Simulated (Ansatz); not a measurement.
# C4H7N: the cost of one run

All numbers are computed with the Python package of Ansatz 0.2.0. The levels of theory stand in the script.

## (1) Starting point

Bond lengths: C1–C2 1.527 Å, C2–C3 1.527 Å, C2–C4 1.473 Å, C4–N5 1.160 Å, C1–H6 1.096 Å, C1–H7 1.095 Å, C1–H8 1.096 Å, C2–H9 1.097 Å, C3–H10 1.096 Å, C3–H11 1.095 Å, C3–H12 1.096 Å. Angles (14 of 19 angles, heavy atoms first): C1–C2–C3 110.7°, C1–C2–C4 110.3°, C3–C2–C4 110.3°, C2–C4–N5 179.9°, C1–C2–H9 108.4°, C3–C2–H9 108.3°, C4–C2–H9 108.7°, C2–C1–H6 111.5°, C2–C1–H7 110.8°, C2–C1–H8 110.9°, C2–C3–H10 110.9°, C2–C3–H11 110.8°, C2–C3–H12 111.5°, H6–C1–H7 108.0°.

No structure file is read: the coordinates are typed or built in the script.

## (2) Script

The input, methods_c4h7n.py:

```python
# -*- coding: utf-8 -*-
'''C4H7N at several levels of theory.'''

from pathlib import Path

import ansatz as az
import numpy as np

GEOMETRY = '''
C     0.91680   -0.97880   -0.09040
C     0.11160    0.29120   -0.35350
C    -1.33530    0.11640    0.10060
C     0.72850    1.44030    0.33220
N     1.21470    2.34620    0.87040
H     0.94950   -1.21960    0.97840
H     0.47930   -1.83350   -0.61720
H     1.95090   -0.86540   -0.43520
H     0.11370    0.48390   -1.43320
H    -1.92260    1.01810   -0.10660
H    -1.80950   -0.72060   -0.42300
H    -1.39780   -0.07820    1.17760
'''


def main():
    mol = az.Crystal.molecule()
    for line in GEOMETRY.strip().splitlines():
        symbol, *xyz = line.split()
        mol = mol.atom(symbol, [float(v) for v in xyz])

    model = mol.calculation().basis(gaussian='def2-SVP')

    print('functional    E (Ha)        dipole (D)   HOMO (eV)  LUMO (eV)')
    for name in ['pbe0', 'cam_b3lyp', 'lda', 'revpbe']:
        r = model.functional(name).forces().orbitals().run(threads=1, backend='cpu', runs_dir='runs').report
        lines = Path(r['orbitals_path']).read_text().splitlines()
        field_of = lambda key: [line.split('=')[1].strip() for line in lines if line.startswith(key)]
        orbitals = [(27.211386 * float(e), s, float(n)) for e, s, n in zip(field_of('Ene='), field_of('Spin='), field_of('Occup='))]
        homo = max(e for e, _, n in orbitals if n > 0.5)
        lumo = min(e for e, _, n in orbitals if n < 0.5)
        dipole = 4.803205 * np.linalg.norm(r['charge_distribution']['dipole_moment_e_ang'])
        print(f'{name:10s} {r["free_energy_ev"] / 27.211386246:14.6f} {dipole:9.3f} {homo:11.3f} {lumo:10.3f}')


if __name__ == '__main__':
    main()
```

## (3) What the engine is handed

The package turns the script's settings into the engine's input (first run):

```yaml
crystal:
  periodic: [false, false, false]
  atoms:
    - { symbol: C, position_ang: [0.9168, -0.9788, -0.0904] }
    - { symbol: C, position_ang: [0.1116, 0.2912, -0.3535] }
    - { symbol: C, position_ang: [-1.3353, 0.1164, 0.1006] }
    - { symbol: C, position_ang: [0.7285, 1.4403, 0.3322] }
    - { symbol: "N", position_ang: [1.2147, 2.3462, 0.8704] }
    - { symbol: H, position_ang: [0.9495, -1.2196, 0.9784] }
    - { symbol: H, position_ang: [0.4793, -1.8335, -0.6172] }
    - { symbol: H, position_ang: [1.9509, -0.8654, -0.4352] }
    - { symbol: H, position_ang: [0.1137, 0.4839, -1.4332] }
    - { symbol: H, position_ang: [-1.9226, 1.0181, -0.1066] }
    - { symbol: H, position_ang: [-1.8095, -0.7206, -0.423] }
    - { symbol: H, position_ang: [-1.3978, -0.0782, 1.1776] }
basis:
  gaussian:
    orbitals: def2-SVP
hamiltonian:
  xc: pbe0
output:
  orbitals: {}
  forces: true
```

## (4) Running it

Launch:

```sh
$ python methods_c4h7n.py
```

What time and memory should one allow on 1 thread of Intel Xeon 6975P-C (Granite Rapids), shared host?

About 14 s, with a peak of 0.29 GiB.
